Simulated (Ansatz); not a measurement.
System: CHN, net charge 1, doublet state. 
Coordinates optimised at B3LYP-D3(BJ)/def2-TZVP (Ansatz, an electronic-structure program):
```xyz
3

C      0.0000     0.0000    -0.7191
N      0.0000     0.0000     0.4117
H      0.0000     0.0000     1.4327
```
Charge +1, spin multiplicity 2.

Give the harmonic wavenumbers at B3LYP-D3(BJ)/def2-TZVP (Ansatz, finite differences of forces, unscaled).

623, 623, 2319, 3543 cm⁻¹. Zero-point energy 10.2 kcal/mol.

From these and the geometry, give the ideal-gas thermochemistry at 298.15 K and 1 atm (rigid rotor, harmonic oscillator).

Point group C∞v, rotational symmetry number 1. Rotational constants 47.78, 47.78 GHz. S(trans) 35.82, S(rot) 11.66, S(vib) 0.82, S(elec, spin only) 1.38, S 49.7 cal/(mol K). H(298) - H(0) 2.26 kcal/mol; G - E(el) -2.4 kcal/mol.
